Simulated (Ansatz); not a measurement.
**Relaxing Ge in the diamond type**

First guess:

```
CELL_PARAMETERS angstrom
0.00000 2.89466 2.89466
2.89466 0.00000 2.89466
2.89466 2.89466 0.00000
ATOMIC_POSITIONS crystal
Ge 0.00000 0.00000 0.00000
Ge 0.25000 0.25000 0.25000
```

Method: Ansatz 0.2.0, DFT, PBE, PAW with Ansatz's default frozen-core files, scalar-relativistic.

Cell and atoms relax within the symmetry of the start on a 11×11×11 k mesh with 0.05 eV Fermi–Dirac smearing.

The start is built from a prototype, known or not as a phase of this compound; the cutoff is 420 eV.

Problem. What is the pressure of the first guess?

Solution. -0.82 GPa.

Problem. What does it relax to?

Solution. a = 5.761 Å, b = 5.761 Å, c = 5.761 Å, α = 90.00°, β = 90.00°, γ = 90.00° (conventional cell), 23.91 Å³ per atom:
```xyz
2
Lattice="0.0000 2.8807 2.8807 2.8807 0.0000 2.8807 2.8807 2.8807 0.0000" Properties=species:S:1:pos:R:3 pbc="T T T"
Ge    0.0000    0.0000    0.0000
Ge    1.4404    1.4404    1.4404
```

Problem. How much energy does the relaxation release?

Solution. 1 meV/atom.
